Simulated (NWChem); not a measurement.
All runs are NWChem calculations. System: C2H4O2, charge 0, spin multiplicity 1, displaced from the optimised geometry.

The NWChem input:

```
start mol
memory heap 200 mb stack 900 mb global 1100 mb
geometry units angstroms nocenter noautoz noautosym
  C     -1.415868    -0.312727     0.106232
  O     -0.062398    -0.851829     0.264511
  C      0.958251     0.027016    -0.014551
  O      0.822864     1.199097    -0.377209
  H     -1.597785     0.010331    -0.962234
  H     -2.119558    -1.145514     0.388877
  H     -1.573986     0.582748     0.778483
  H      1.953306    -0.511444     0.146371
end
basis spherical
  * library def2-svp
end
dft
  xc b3lyp
  semidirect memsize 60000000 filesize 0
  iterations 100
  convergence nodiis damp 40
end
task dft gradient
```

The output up to the point where the run's verdict is printed (cleaned and shortened):

```
             Northwest Computational Chemistry Package (NWChem) 7.3.0
             --------------------------------------------------------

                                NWChem Input Module
                                -------------------

 Scaling coordinates for geometry "geometry" by  1.889725989
 (inverse scale =  0.529177249)

                             Geometry "geometry" -> ""
                             -------------------------

 Output coordinates in angstroms (scale by  1.889725989 to convert to a.u.)

  No.       Tag          Charge          X              Y              Z
 ---- ---------------- ---------- -------------- -------------- --------------
    1 C                    6.0000    -1.41586800    -0.31272700     0.10623200
    2 O                    8.0000    -0.06239800    -0.85182900     0.26451100
    3 C                    6.0000     0.95825100     0.02701600    -0.01455100
    4 O                    8.0000     0.82286400     1.19909700    -0.37720900
    5 H                    1.0000    -1.59778500     0.01033100    -0.96223400
    6 H                    1.0000    -2.11955800    -1.14551400     0.38887700
    7 H                    1.0000    -1.57398600     0.58274800     0.77848300
    8 H                    1.0000     1.95330600    -0.51144400     0.14637100

 Effective nuclear repulsion energy (a.u.)     119.0870791906

            Nuclear Dipole moment (a.u.)
            ----------------------------
        X                 Y               Z
 ---------------- ---------------- ----------------
     0.0000056692    -0.0000018897    -0.0000018897


 Summary of "ao basis" -> "" (spherical)
 ------------------------------------------------------------------------------
       Tag                 Description            Shells   Functions and Types
 ---------------- ------------------------------  ------  ---------------------
 *                          def2-svp                  on all atoms

                                 NWChem DFT Module
                                 -----------------

 Summary of "ao basis" -> "ao basis" (spherical)
[...]
 d= 0,ls=0.5         52   -170.4530128711 -1.05D+01  2.85D-01              15.3
 d= 0,ls=0.5         53   -159.9155285911  1.05D+01  2.85D-01              15.6
 d= 0,ls=0.5         54   -170.4530128711 -1.05D+01  2.85D-01              15.9
 d= 0,ls=0.5         55   -159.9155285911  1.05D+01  2.85D-01              16.1
 d= 0,ls=0.5         56   -170.4530128711 -1.05D+01  2.85D-01              16.5
 d= 0,ls=0.5         57   -159.9155285911  1.05D+01  2.85D-01              16.8
 d= 0,ls=0.5         58   -170.4530128711 -1.05D+01  2.85D-01              17.1
 d= 0,ls=0.5         59   -159.9155285911  1.05D+01  2.85D-01              17.3
 d= 0,ls=0.5         60   -170.4530128711 -1.05D+01  2.85D-01              17.6
 d= 0,ls=0.5         61   -159.9155285911  1.05D+01  2.85D-01              17.9
 d= 0,ls=0.5         62   -170.4530128711 -1.05D+01  2.85D-01              18.2
 d= 0,ls=0.5         63   -159.9155285911  1.05D+01  2.85D-01              18.5
 d= 0,ls=0.5         64   -170.4530128711 -1.05D+01  2.85D-01              18.7
 d= 0,ls=0.5         65   -159.9155285911  1.05D+01  2.85D-01              19.0
 d= 0,ls=0.5         66   -170.4530128711 -1.05D+01  2.85D-01              19.3
 d= 0,ls=0.5         67   -159.9155285911  1.05D+01  2.85D-01              19.6
 d= 0,ls=0.5         68   -170.4530128711 -1.05D+01  2.85D-01              19.9
 d= 0,ls=0.5         69   -159.9155285911  1.05D+01  2.85D-01              20.1
 d= 0,ls=0.5         70   -170.4530128711 -1.05D+01  2.85D-01              20.4
 d= 0,ls=0.5         71   -159.9155285911  1.05D+01  2.85D-01              20.7
 d= 0,ls=0.5         72   -170.4530128711 -1.05D+01  2.85D-01              21.0
 d= 0,ls=0.5         73   -159.9155285911  1.05D+01  2.85D-01              21.3
 d= 0,ls=0.5         74   -170.4530128711 -1.05D+01  2.85D-01              21.5
 d= 0,ls=0.5         75   -159.9155285911  1.05D+01  2.85D-01              21.8
 d= 0,ls=0.5         76   -170.4530128711 -1.05D+01  2.85D-01              22.1
 d= 0,ls=0.5         77   -159.9155285911  1.05D+01  2.85D-01              22.4
 d= 0,ls=0.5         78   -170.4530128711 -1.05D+01  2.85D-01              22.7
 d= 0,ls=0.5         79   -159.9155285911  1.05D+01  2.85D-01              23.0
 d= 0,ls=0.5         80   -170.4530128711 -1.05D+01  2.85D-01              23.3
 d= 0,ls=0.5         81   -159.9155285911  1.05D+01  2.85D-01              23.6
 d= 0,ls=0.5         82   -170.4530128711 -1.05D+01  2.85D-01              23.8
 d= 0,ls=0.5         83   -159.9155285911  1.05D+01  2.85D-01              24.1
 d= 0,ls=0.5         84   -170.4530128711 -1.05D+01  2.85D-01              24.4
 d= 0,ls=0.5         85   -159.9155285911  1.05D+01  2.85D-01              24.7
 d= 0,ls=0.5         86   -170.4530128711 -1.05D+01  2.85D-01              25.0
 d= 0,ls=0.5         87   -159.9155285911  1.05D+01  2.85D-01              25.3
 d= 0,ls=0.5         88   -170.4530128711 -1.05D+01  2.85D-01              25.6
 d= 0,ls=0.5         89   -159.9155285911  1.05D+01  2.85D-01              25.9
 d= 0,ls=0.5         90   -170.4530128711 -1.05D+01  2.85D-01              26.2
 d= 0,ls=0.5         91   -159.9155285911  1.05D+01  2.85D-01              26.5
 d= 0,ls=0.5         92   -170.4530128711 -1.05D+01  2.85D-01              26.8
 d= 0,ls=0.5         93   -159.9155285911  1.05D+01  2.85D-01              27.1
 d= 0,ls=0.5         94   -170.4530128711 -1.05D+01  2.85D-01              27.5
 d= 0,ls=0.5         95   -159.9155285911  1.05D+01  2.85D-01              27.7
 d= 0,ls=0.5         96   -170.4530128711 -1.05D+01  2.85D-01              28.0
 d= 0,ls=0.5         97   -159.9155285911  1.05D+01  2.85D-01              28.3
 d= 0,ls=0.5         98   -170.4530128711 -1.05D+01  2.85D-01              28.6
 d= 0,ls=0.5         99   -159.9155285911  1.05D+01  2.85D-01              28.9
 d= 0,ls=0.5        100   -170.4530128711 -1.05D+01  2.85D-01              29.1
```

The run did not converge; its last values are not results. The next line reads: Calculation failed to converge. NWChem stopped with the message: dft gradient failed.
